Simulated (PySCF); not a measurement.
Frontier levels across methods

Compound: pentanenitrile, C5H9N.
Geometry (PBE0-D3(BJ)/def2-SVP, Å), atoms numbered from 1 in this order:
```xyz
15
C5H9N angstrom
C     -2.1918    0.2614    0.3917
C     -0.9288   -0.4130   -0.1184
C      0.3435    0.2941    0.3257
C      1.6057   -0.4012   -0.1880
C      2.8357    0.2636    0.2237
N      3.8015    0.8047    0.5610
H     -2.2621    1.3008    0.0336
H     -3.0953   -0.2684    0.0551
H     -2.2129    0.2900    1.4928
H     -0.9512   -0.4596   -1.2216
H     -0.9012   -1.4621    0.2255
H      0.3812    0.3457    1.4267
H      0.3362    1.3382   -0.0293
H      1.5963   -0.4502   -1.2899
H      1.6433   -1.4441    0.1688
```

Basis pcSseg-1 throughout (PySCF), one geometry. The structure is a single PBE0-D3(BJ)/def2-SVP conformer in the gas phase; no vibrational or solvent corrections.

Task: How do the orbital energies, the gap and the dipole change with the method?

Result: 
```csv
method,kind,HOMO (eV),LUMO (eV),gap (eV),μ (D),SCF cycles
BLYP,GGA,-7.71,-0.18,7.52,4.17,14
OPBE,GGA,-7.82,-0.09,7.73,4.18,14
B97-D,GGA,-7.83,-0.18,7.66,4.22,14
KT3,GGA,-7.86,-0.27,7.59,4.13,14
KT2,GGA,-7.87,-0.32,7.55,4.21,14
PBE,GGA,-7.87,-0.28,7.59,4.20,14
BP86,GGA,-7.98,-0.34,7.63,4.24,14
LDA,LDA,-8.06,-0.53,7.53,4.32,14
B97-2,global hybrid,-8.96,0.69,9.65,4.28,13
B3LYP,global hybrid,-8.97,0.42,9.39,4.26,14
PBE0,global hybrid,-9.23,0.71,9.95,4.30,14
mPW1PW91,global hybrid,-9.26,0.72,9.98,4.31,14
BHandHLYP,global hybrid,-10.44,1.54,11.98,4.36,12
CAM-B3LYP,range-separated hybrid,-10.64,1.67,12.31,4.28,12
wB97X-D,range-separated hybrid,-11.16,2.53,13.68,4.33,13
LC-wPBE,range-separated hybrid,-12.10,3.00,15.10,4.29,12
HF,Hartree–Fock,-12.33,3.75,16.08,4.51,10
```

The HOMO spans 4.62 eV, from BLYP down to HF, and the gap runs from 7.52 eV (BLYP) to 16.08 eV (HF). Over the methods BLYP (0 %), OPBE (0 %), B97-D (0 %), KT3 (0 %), KT2 (0 %), PBE (0 %), BP86 (0 %), LDA (0 %), B97-2 (21 %), B3LYP (20 %), PBE0 (25 %), mPW1PW91 (25 %), BHandHLYP (50 %), HF (100 %), a straight line through the gap against the share of exact exchange rises by 0.86 eV for each 10 % (correlation coefficient 0.999). The dipole ranges from 4.13 D (KT3) to 4.51 D (HF). This basis has no diffuse functions.

The vertical ΔSCF ionisation energy at PBE0/def2-SVPD is 11.31 eV; −ε(HOMO) comes closest to it with wB97X-D (11.16 eV).
